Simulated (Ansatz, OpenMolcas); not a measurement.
# SiH4O2 (SMILES O[SiH2]O): the HOMO–LUMO gap, rung by rung

The species is SiH4O2 (7 atoms), meant as a singlet with charge 0. SMILES: `O[SiH2]O`. The coordinates come from a PBE0-D4/def2-TZVP relaxation. This is one conformer, not always the lowest.

Each level gives the HOMO–LUMO gap (eV). The values are calculated.

```tsv
level	kind	program	value (eV)	CPU time
SVWN5/def2-SVPD	LDA	OpenMolcas	6.69	22 s
PBE/def2-SVPD	GGA	Ansatz	6.74	3.3 s
B3LYP/def2-SVPD	global hybrid	OpenMolcas	8.48	31 s
BHLYP/def2-SVPD	global hybrid	OpenMolcas	10.95	34 s
M06-2X/def2-SVPD	hybrid meta-GGA	OpenMolcas	10.73	40 s
PBE0/def2-SVPD	global hybrid	Ansatz	9.00	4 s
r2SCAN0/def2-SVPD	hybrid meta-GGA	Ansatz	9.67	7.9 s
CAM-B3LYP/def2-SVPD	range-separated hybrid	Ansatz	11.10	4.4 s
```

The values span 6.69 to 11.10 eV. Orbital gaps aren't excitation energies; they tend to grow with the share of exact exchange. CPU times are rough (shared hosts, several kinds of processor and program).
